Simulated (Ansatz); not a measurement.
CH4SSi can be A, `[SiH3]C=S`, or B, `C1[SiH2]S1`.

Program: Ansatz. Geometries: PBE0-D4/def2-TZVP. ΔE: electronic, gas phase. CBS: MP2 limit from def2 TZ/QZ plus the TZ coupled-cluster correction, frozen cores. Functionals use def2-TZVPP.

Question: Which is lower in electronic energy at CCSD(T)/CBS, and by how much? (Best estimate.)

Answer: Computed: B, by 22.2 kcal/mol.

Question: Give E(B) − E(A) in kcal/mol with MP2/def2-TZVPP, CCSD/def2-TZVPP, r2SCAN-D4, LDA (SPW92), CCSD(T)/def2-TZVPP, CCSD(T)/def2-SVP, BLYP-D4. (Estimate.)

Answer: Computed: MP2/def2-TZVPP -24.1, CCSD/def2-TZVPP -21.0, r2SCAN-D4 -25.8, LDA (SPW92) -28.6, CCSD(T)/def2-TZVPP -20.8, CCSD(T)/def2-SVP -16.2, BLYP-D4 -18.2. None reverses the order clearly.

Question: Does the order hold for the free energy at 298.15 K (harmonic terms from PBE0-D4)? (Best estimate.)

Answer: Ansatz gave: Yes: G(B) − G(A) = -18.5 kcal/mol.

Largest T1 diagnostic: 0.015.

In def2-TZVPP, CCSD(T) changes the Hartree–Fock value by −2.3 kcal/mol (the triples alone add +0.2 kcal/mol) and MP2 by −5.6 kcal/mol. At CCSD(T), def2-SVP lies +6.0 kcal/mol from the extrapolated value and def2-TZVPP +1.4 kcal/mol.
